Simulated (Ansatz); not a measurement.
**Mg2H2 (triplet): wave-function methods side by side, def2-QZVPP**

The task here is to estimate one member of a computed series from the others.

Method: def2-QZVPP, core rule «outside noble gas», up to 10 orbitals frozen; program: Ansatz 0.2.0, Gaussian basis.

To be run: UHF; ROHF; CCSD(T) on UHF.

2 further runs of the same task are left out: 2 set aside as unsound or not needed.

## What is computed

The geometry is a PBE0/def2-TZVP stationary point (not a proven minimum).

4 atoms, charge 0, spin multiplicity 3.

Atoms are counted from 1 here; the program's logs count them from 0.

Bond lengths: Mg1–H3 1.900 Å, Mg1–H4 1.900 Å, Mg2–H3 1.900 Å, Mg2–H4 1.900 Å. Angles: H3–Mg1–H4 82.5°, H3–Mg2–H4 82.5°, Mg1–H3–Mg2 97.5°, Mg1–H4–Mg2 97.5°.

The first run:

in.yaml

```yaml
crystal:
  periodic: [false, false, false]
  atoms:
    - {symbol: Mg, position_ang: [0.000000, 0.000000, 1.428326]}
    - {symbol: Mg, position_ang: [0.000000, 0.000000, -1.428326]}
    - {symbol: H, position_ang: [0.000000, 1.252270, 0.000000]}
    - {symbol: H, position_ang: [0.000000, -1.252270, 0.000000]}
basis:
  gaussian: {orbitals: "def2-QZVPP.json"}
magnetization: {spin_polarized: true, initial_magnetization: 2}
hamiltonian: {xc: hf}
output: {orbitals: {seedname: orbitals}}
```

Command:

```sh
$ ansatz run in.yaml --threads 1 --pin off --events-out ev --progress --plain --max-ram 2393MiB
```

Among the steps run: UHF; ROHF; CCSD(T) on UHF.

One of the session's tables, all rows but one given; the rest of the session is left out.

```
  method  from UCCSD(T) (kcal/mol)
    ROHF                    +56.52
     UHF                    +56.31
    UMP2                         ?
   UCCSD                     +1.08
UCCSD(T)                         0
```

Estimate the missing values for UMP2.

The run gave: from UCCSD(T) (kcal/mol): +11.86. In the column «from UCCSD(T) (kcal/mol)» it lies between UCCSD (+1.08) and UHF (+56.31).
